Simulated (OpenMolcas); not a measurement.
BHF2 (SMILES FBF): the energy, rung by rung

BHF2: 4 atoms, total charge 0, spin state singlet. SMILES: `FBF`. The shape is that of a PBE0-D4/def2-TZVP optimisation.

```xyz
4

F     1.1543    0.4569   -0.3619
B    -0.0019   -0.0310    0.0252
F    -1.0954    0.5287   -0.4389
H    -0.0570   -0.9546    0.7756
```

Each level gives the energy change with the F1–B2 bond stretched from 1.313 to 2.627 Å (eV). The values are calculated.

```json
{"level": "HF/STO-3G (restricted)", "kind": "Hartree–Fock", "program": "OpenMolcas", "value (eV)": "10.21", "less FCI/STO-3G": "+4.16"}
{"level": "SVWN5/STO-3G (restricted)", "kind": "LDA", "program": "OpenMolcas", "value (eV)": "8.08", "less FCI/STO-3G": "+2.03"}
{"level": "r2SCAN/STO-3G (restricted)", "kind": "meta-GGA", "program": "OpenMolcas", "value (eV)": "7.83", "less FCI/STO-3G": "+1.78"}
{"level": "B2PLYP/STO-3G (restricted)", "kind": "double hybrid", "program": "OpenMolcas", "value (eV)": "7.88", "less FCI/STO-3G": "+1.83"}
{"level": "MP2/STO-3G (restricted)", "kind": "perturbation theory", "program": "OpenMolcas", "value (eV)": "7.83", "less FCI/STO-3G": "+1.78"}
{"level": "CASPT2(2,2)/STO-3G", "kind": "multireference", "program": "OpenMolcas", "value (eV)": "5.95", "less FCI/STO-3G": "-0.10"}
{"level": "CASSCF(2,2)/STO-3G", "kind": "multireference", "program": "OpenMolcas", "value (eV)": "5.53", "less FCI/STO-3G": "-0.52"}
{"level": "CISD/STO-3G (restricted)", "kind": "coupled cluster or CI", "program": "OpenMolcas", "value (eV)": "6.64", "less FCI/STO-3G": "+0.59"}
{"level": "FCI/STO-3G", "kind": "exact in the basis", "program": "OpenMolcas", "value (eV)": "6.05", "less FCI/STO-3G": "0.00"}
```

FCI/STO-3G is exact within its basis and frozen core, so for wave-function methods in that basis the difference is their error; functionals converge differently with the basis, so for them it is only a difference. A spin-restricted reference rises too steeply as a bond breaks; here HF/STO-3G, SVWN5/STO-3G, r2SCAN/STO-3G, B2PLYP/STO-3G, MP2/STO-3G, CISD/STO-3G lie well above the multireference or unrestricted value. The first shape isn't each level's own minimum. The values span 5.53 to 10.21 eV. All rows use very small basis sets, so none should be taken for the real molecule's value.
